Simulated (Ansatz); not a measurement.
In2O3 (Ia-3, No. 206) was calculated with r²SCAN (Ansatz, an electronic-structure program, PAW).

Settings: plane-wave cutoff 560 eV, 6×6×6 k mesh, Fermi–Dirac smearing 0.01 eV, scalar-relativistic PAW data made under PBE.

Computed at the level's own relaxed cell.

**Question.** Estimate the band gap and equilibrium lattice constant a that the calculation returns.

**Answer.** 
band gap: 1.66 eV (on the SCF k mesh)
equilibrium lattice constant a: 10.158 Å

Measured, for comparison: band gap 2.93 ± 0.1 eV (room temperature, no zero-point or thermal correction; as tabulated in King et al. (2009), doi:10.1103/physrevb.79.205211).

Note: the relaxation could not lower the start's symmetry, so the cell can be a saddle point above a distorted one.

Spin–orbit coupling is not included.
